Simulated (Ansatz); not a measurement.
Reaction: BHSCl2 (dichloroborinothioic acid, SMILES SB(Cl)Cl) → BCl2 (SMILES [B](Cl)Cl, doublet) + HS (SMILES [SH], doublet) (the B-S bond breaks)
Each species at its own B3LYP-D3(BJ)/def2-TZVP minimum (Ansatz, a program for electronic structure), one conformer.

Property: bond dissociation energy (electronic), in kJ/mol. Open shells are spin-unrestricted; no spin-orbit coupling. CBS(X,Y): correlation extrapolated as X^-3, Hartree-Fock from the larger set (Q,5: extrapolated as (X+1)exp(-9√X)). A bracket is a step between two methods taken in the basis named. Functionals run without relativity, which enters their misses. Double hybrids freeze cores in their MP2 part. '+ core + X2C': CCSD(T) terms for core correlation (cc-pwCVTZ, 1s frozen past Ne) and scalar relativity (cc-pVTZ-DK).

CCSD(T)/CBS(cc-pV(Q+d)Z,cc-pV(5+d)Z) + [CCSDT(Q) - CCSD(T)]/cc-pV(D+d)Z + core + X2C (Ansatz) gives 453.2 kJ/mol.

Problem. What does PBE/def2-TZVPD (Ansatz) give here, and how do the other levels compare?

Solution. PBE gives 440.8 kJ/mol, 12.4 kJ/mol below it. Differences of the others: wB97M-V/def2-TZVPD (Ansatz) 4.4; B2PLYP/def2-TZVPD (Ansatz) -19.7; CCSD(T)/CBS(cc-pV(Q+d)Z,cc-pV(5+d)Z) + core + X2C (Ansatz) 0.4 kJ/mol. Nearer than PBE: wB97M-V/def2-TZVPD, CCSD(T)/CBS(cc-pV(Q+d)Z,cc-pV(5+d)Z) + core + X2C.
